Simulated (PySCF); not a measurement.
## One molecule, a ladder of functionals, a line

Molecule: `[PH2](=O)O`, H$_{3}$O$_{2}$P.

Mapped SMILES: `[O:1]=[PH2:2][OH:3]`. Hydrogens are named by the atom that carries them.

GIAO shieldings (ppm, equivalent atoms averaged) in PySCF 2.14.0 with density-fitted response routines on the PBE0-D3(BJ)/def2-SVP geometry, basis pcSseg-2, gas phase, non-relativistic:

| functional | exact exchange (%) | σ(O1) | σ(O3) | σ(P2) |
| --- | --- | --- | --- | --- |
| BLYP | 0 | 167.4 | 226.1 | 295.5 |
| BP86 | 0 | 176.5 | 230.6 | 303.7 |
| PBE | 0 | 174.0 | 230.1 | 305.6 |
| PBE0 | 25 | 194.6 | 239.4 | 317.7 |
| mPW1PW91 | 25 | 194.7 | 239.3 | 315.8 |
| BHandHLYP | 50 | 205.7 | 243.5 | 321.9 |
| HF | 100 | 235.3 | 258.3 | 358.2 |

**Question.** Fit each shielding as a line in the percentage of exact exchange.

**Answer.** σ(O1) = 174.7 + 0.63 x (rms 3.7 ppm); σ(O3) = 229.9 + 0.29 x (rms 1.9 ppm); σ(P2) = 301.4 + 0.54 x (rms 4.1 ppm). The functionals also differ in their semilocal parts, which the line can't hold; Hartree–Fock has no correlation at all.

**Question.** What does the line predict for B3LYP (20 %), and what does the run give?

**Answer.** σ(O1): 187.3 predicted, 184.9 computed; σ(O3): 235.7 predicted, 233.8 computed; σ(P2): 312.2 predicted, 304.8 computed ppm.
